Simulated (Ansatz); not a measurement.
Relaxation of CH₅AlCl (8 atoms, charge 0, multiplicity 2), to a largest force component of 0.03 eV/Å in at most 50 steps.

Computed with UKS B3LYP-D4/def2-SVP (Ansatz).

```xyz
8
Properties=species:S:1:pos:R:3
Al 0.004 0.000 -0.219
H 0.134 0.000 2.547
Cl 1.824 -0.001 -1.348
C -1.722 0.002 -1.194
H -2.284 -0.913 -0.935
H -2.328 0.862 -0.859
H -1.597 0.050 -2.290
H 0.113 0.000 3.267
```

Where does it end, and by what steps?

It converged. The force dipped under the threshold on the way, but the program's further checks kept it going. After 4 steps the energy has fallen by 0.083 eV; H8 moved furthest, 0.55 Å.

| step | energy less start (eV) | largest force component (eV/Å) | accepted |
| --- | --- | --- | --- |
| 0 | 0.0000 | 1.845 | yes |
| 1 | -0.0664 | 0.103 | yes |
| 2 | -0.0781 | 0.101 | yes |
| 3 | -0.0819 | 0.021 | yes |
| 4 | -0.0826 | 0.022 | yes |

```xyz
8
Properties=species:S:1:pos:R:3
Al -0.029 -0.001 -0.392
H 0.251 0.001 3.036
Cl 1.758 -0.004 -1.565
C -1.762 0.002 -1.344
H -2.326 -0.916 -1.106
H -2.376 0.860 -1.023
H -1.608 0.056 -2.435
H 0.238 0.002 3.799
```

Run time: 5.6 s on 2 threads of AMD EPYC 9R45 96-Core Processor (Zen 5), with other jobs on the host, peak memory 0.2 GiB.
